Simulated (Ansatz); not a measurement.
Steps of a relaxation of `C1COCOC1` with RKS PBE-D4/def2-SVP.

```sh
$ ansatz run in.yaml --threads 2 --pin off --events-out ev --progress --plain --max-ram 32768MiB --backend cpu
```

```yaml
crystal:
  periodic: [false, false, false]
  atoms:
    - {symbol: C, position_ang: [0.060790, 1.238820, 0.320030]}
    - {symbol: C, position_ang: [-0.653270, 0.644990, -0.906630]}
    - {symbol: O, position_ang: [0.019180, -0.520730, -1.342170]}
    - {symbol: C, position_ang: [-0.076390, -1.549120, -0.399020]}
    - {symbol: O, position_ang: [-0.101550, -1.098500, 0.924360]}
    - {symbol: C, position_ang: [0.688410, 0.063540, 1.088750]}
    - {symbol: H, position_ang: [-0.660550, 1.767740, 0.942000]}
    - {symbol: H, position_ang: [0.841230, 1.935070, 0.015370]}
    - {symbol: H, position_ang: [-0.644430, 1.330490, -1.754300]}
    - {symbol: H, position_ang: [-1.693240, 0.395570, -0.654520]}
    - {symbol: H, position_ang: [-1.005300, -2.129080, -0.533290]}
    - {symbol: H, position_ang: [0.794380, -2.201450, -0.582160]}
    - {symbol: H, position_ang: [0.725540, 0.252370, 2.161680]}
    - {symbol: H, position_ang: [1.705200, -0.129720, 0.719900]}
basis:
  gaussian: {orbitals: def2-SVP}
hamiltonian: {xc: pbe, dispersion: d4}
relax: {f_tol: 0.03, max_steps: 200}
```

Positions (Å) and forces (eV/Å) along the path, 4 of 4 steps:

```xyz
14
step=1 energy=-8355.7174 eV
C     0.061    1.239    0.320   -0.037   -0.694   -0.181
C    -0.653    0.645   -0.907    0.272   -0.110    0.256
O     0.019   -0.521   -1.342    0.365    0.083   -0.298
C    -0.076   -1.549   -0.399   -0.005   -0.078   -0.025
O    -0.102   -1.099    0.924   -0.357   -0.036    0.315
C     0.688    0.064    1.089   -0.283    0.052   -0.275
H    -0.661    1.768    0.942   -0.402    0.392    0.361
H     0.841    1.935    0.015    0.448    0.481   -0.137
H    -0.644    1.330   -1.754   -0.112    0.398   -0.418
H    -1.693    0.396   -0.655   -0.589    0.008    0.087
H    -1.005   -2.129   -0.533   -0.423   -0.304   -0.029
H     0.794   -2.201   -0.582    0.393   -0.319   -0.131
H     0.726    0.252    2.162    0.140    0.133    0.560
H     1.705   -0.130    0.720    0.590   -0.006   -0.086
14
step=2 energy=-8355.7722 eV
C     0.061    1.238    0.320   -0.014   -0.237   -0.062
C    -0.657    0.645   -0.910    0.111   -0.014    0.116
O     0.029   -0.522   -1.343    0.128    0.037   -0.159
C    -0.077   -1.561   -0.402   -0.003   -0.038   -0.014
O    -0.111   -1.100    0.925   -0.124   -0.031    0.164
C     0.691    0.062    1.092   -0.111    0.052   -0.106
H    -0.667    1.781    0.948   -0.107    0.130    0.111
H     0.849    1.948    0.016    0.122    0.156   -0.038
H    -0.655    1.342   -1.764   -0.043    0.108   -0.129
H    -1.712    0.404   -0.661   -0.173   -0.007    0.018
H    -1.015   -2.146   -0.540   -0.120   -0.086    0.006
H     0.802   -2.221   -0.585    0.111   -0.084   -0.050
H     0.737    0.257    2.175    0.049    0.027    0.165
H     1.725   -0.127    0.730    0.172   -0.013   -0.022
14
step=3 energy=-8355.7784 eV
C     0.061    1.239    0.320   -0.003   -0.039   -0.011
C    -0.656    0.645   -0.911   -0.001    0.029    0.021
O     0.036   -0.522   -1.346    0.015    0.002   -0.018
C    -0.077   -1.565   -0.403   -0.001   -0.027   -0.010
O    -0.117   -1.101    0.927   -0.012   -0.005    0.020
C     0.691    0.061    1.093    0.004    0.033   -0.004
H    -0.667    1.790    0.951   -0.003    0.004   -0.001
H     0.851    1.957    0.017    0.003    0.002    0.002
H    -0.663    1.346   -1.769   -0.001    0.000   -0.002
H    -1.718    0.403   -0.664   -0.001   -0.006    0.001
H    -1.020   -2.152   -0.541   -0.001    0.006    0.003
H     0.805   -2.228   -0.588    0.000    0.006    0.001
H     0.743    0.257    2.182    0.001   -0.001    0.002
H     1.731   -0.129    0.733    0.000   -0.004   -0.003
14
step=4 energy=-8355.7784 eV
C     0.061    1.238    0.320   -0.001   -0.009   -0.003
C    -0.656    0.645   -0.911    0.001    0.010    0.013
O     0.037   -0.521   -1.346    0.006   -0.005   -0.008
C    -0.077   -1.565   -0.404    0.000   -0.006   -0.003
O    -0.118   -1.100    0.928   -0.005   -0.007    0.006
C     0.691    0.061    1.093    0.000    0.013   -0.006
H    -0.667    1.790    0.950    0.001    0.001    0.000
H     0.851    1.957    0.017   -0.001    0.000    0.000
H    -0.664    1.346   -1.769    0.000   -0.001    0.001
H    -1.717    0.401   -0.664    0.003   -0.002    0.000
H    -1.020   -2.151   -0.542    0.001    0.003    0.001
H     0.805   -2.228   -0.587   -0.001    0.003    0.001
H     0.744    0.257    2.182    0.000    0.000   -0.002
H     1.730   -0.130    0.733   -0.003   -0.001    0.000
```

Hardware: 2 threads of an AMD EPYC 7R13 on a shared host. Wall time 14 s, peak host memory 0.2 GiB.
